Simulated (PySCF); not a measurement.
Compound: C₄H₆O.
Z-matrix (Å and degrees, PBE0-D3(BJ)/def2-SVP geometry), rows numbered from 1:
```
O 
C   1  1.3626
C   2  1.4921  1  129.72
C   2  1.4615  1  130.06  3   -82.83
C   2  1.4926  1  129.70  3  -165.63
H   1  0.9637  2  107.80  3   -97.31
H   3  1.1014  2  121.04  4  -108.70
H   3  1.0961  2  115.18  4   106.06
H   4  1.0883  2  131.50  3  -119.15
H   5  1.0960  2  115.22  4  -106.25
H   5  1.1014  2  120.96  4   108.61
```

Computed with MP2 and CCSD/aug-cc-pVDZ in PySCF, restricted Hartree–Fock reference, frozen core, non-relativistic, gas phase, PBE0-D3(BJ)/def2-SVP geometry.

E(HF) = -229.75360 Eh.

How large is the problem?

169 basis functions and 38 electrons; 5 orbitals frozen, which leaves o = 14 correlated occupied and v = 150 virtual orbitals. That is o·v = 2100 singles and o·v(o·v + 1)/2 = 2206050 distinct closed-shell doubles amplitudes before symmetry; the costliest CCSD step grows as o²v⁴ = 9.9 × 10^10.

What are the MP2 and CCSD correlation energies?

MP2 -0.7636 Eh and CCSD -0.7998 Eh, which gives totals of -230.51717 and -230.55342 Eh. That is 0.777 eV for each correlated electron at CCSD (2100 kJ/mol in all, 0.347 % of the total energy); MP2 gives 95.5 % of the CCSD value.

What is the T1 diagnostic?

0.0105, below the customary warning level of 0.02. It is the norm of the spatial-orbital singles amplitudes over the root of the number of correlated electrons, so the norm is 0.056.

How does correlation change the dipole moment?

HF gives 1.03 D and CCSD (unrelaxed density) 0.94 D, a change of -0.09 D.

Connected triples and the basis-set limit are missing.

The job also held the EOM ionisation roots. Time: 6.5 min; peak memory 3.0 GiB. Hardware: one thread of an Arm Neoverse V2, no GPU, shared host with 32 logical CPUs at a one-minute load of 20.

One conformer stands for the species.
